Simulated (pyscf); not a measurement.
This saddle point was located with ωB97X-D3(BJ)/def2-SVP in PySCF.

```xyz
9

Si     1.0795     0.3142    -0.2233
H      0.0994     1.6561    -0.7944
H      1.9549     1.3331     0.4883
C     -1.3423    -0.4424     0.9871
O     -0.2934     0.5073     1.0396
H     -0.9438    -1.4598     1.1434
H     -1.8643    -0.4259     0.0115
H     -2.0698    -0.2147     1.7811
H     -0.3102     1.3904     0.0738
```
Charge 0, spin multiplicity 1.

Surface: singlet, charge 0. Lowest wavenumbers (cm⁻¹): 1395i, 144, 219, 262, 616.

Question: What reaction is this the transition state of?

Answer: silylene (SiH₂) [singlet] + methanol (H₃C–OH) ⇌ H₃C–O–SiH: [singlet] + hydrogen (H₂), a four-centre exchange read from left to right: H–Si, H–O broken and O–Si, H–H formed. At ωB97M-D3(BJ)/def2-TZVP it lies -0.7 kcal/mol from the left side and +30.4 kcal/mol from the right (each side as separated species at their lowest minima found). On the reactant side the descent ends in an adduct with a O–Si contact, 23.7 kcal/mol under the separated species and 22.0 kcal/mol under the saddle at ωB97X-D3(BJ)/def2-TZVP. At ωB97M-D3(BJ) the saddle lies under the separated reactants, which points to a path from their complex (located at ωB97X-D3(BJ) alone). What is counted as formed (O–Si) is already present as a longer contact in the reactant adduct; forming that adduct is a step of its own. At the saddle there is also a short H–Si contact that neither side keeps. One saddle was located; it need not be the lowest between these sides.
